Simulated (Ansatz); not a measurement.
Worked example: H$_{3}$Si–C⁺, triplet against H3Si–C, doublet

Geometry (PBE0/def2-TZVP stationary point of a doublet), kept for both states:

```json
{"atom": "Si", "x (Å)": "-0.0027", "y (Å)": "0.0000", "z (Å)": "0.4927"}
{"atom": "C", "x (Å)": "0.0237", "y (Å)": "0.0000", "z (Å)": "-1.3968"}
{"atom": "H", "x (Å)": "0.6305", "y (Å)": "-1.2164", "z (Å)": "1.0698"}
{"atom": "H", "x (Å)": "0.6307", "y (Å)": "1.2163", "z (Å)": "1.0698"}
{"atom": "H", "x (Å)": "-1.4681", "y (Å)": "0.0001", "z (Å)": "0.7752"}
```

Basis cc-pVDZ; Ansatz 0.2.0. Correlated methods freeze the noble-gas cores. R marks a restricted (for open shells ROHF) determinant, U an unrestricted one.

Full CI isn't at hand for all of this; UCCSDT(Q) serves as the reference, and is uncertain by about the last step of the cluster series.

Unrestricted rows (U, and Kohn–Sham where it breaks symmetry) aren't spin-pure: their determinants' ⟨S²⟩ exceeds S(S+1) by up to 0.65, so they mix in states of higher spin.

```
    level  E(H3Si–C, doublet) (hartree)  E(H3Si–C⁺, triplet) (hartree)
      UHF                   -328.374249                    -328.049574
     UMP2                   -328.538133                    -328.195738
 UCCSD(T)                   -328.592500                    -328.245810
      PBE                   -328.959872                    -328.608549
     PBE0                   -328.999515                    -328.642742
UCCSDT(Q)                   -328.593600                    -328.247783
```

Q: Give the vertical gap, H3Si–C⁺ triplet less H3Si–C doublet, at each level in eV (1 hartree = 27.2114 eV), and each error against UCCSDT(Q).

A: UCCSDT(Q): (-328.247783 − (-328.593600)) × 27.2114 = 9.410 eV (the reference)
PBE0: (-328.642742 − (-328.999515)) × 27.2114 = 9.708 eV, error 0.298 eV
PBE: (-328.608549 − (-328.959872)) × 27.2114 = 9.560 eV, error 0.150 eV
UCCSD(T): (-328.245810 − (-328.592500)) × 27.2114 = 9.434 eV, error 0.024 eV
UMP2: (-328.195738 − (-328.538133)) × 27.2114 = 9.317 eV, error -0.093 eV
UHF: (-328.049574 − (-328.374249)) × 27.2114 = 8.835 eV, error -0.575 eV

Total energies of functionals can't be set beside those of wave-function methods, since they hold the core's correlation and their own absolute errors; only the differences compare.

In so small a basis the reference is far from its limit while semilocal and hybrid functionals are nearer theirs, so the functionals' errors here hold much of the reference's basis and frozen-core error, which can add to them or hide them.

Each level lands on the state that its own search finds. T1 diagnostics of restricted CCSD: 0.021 and 0.036.
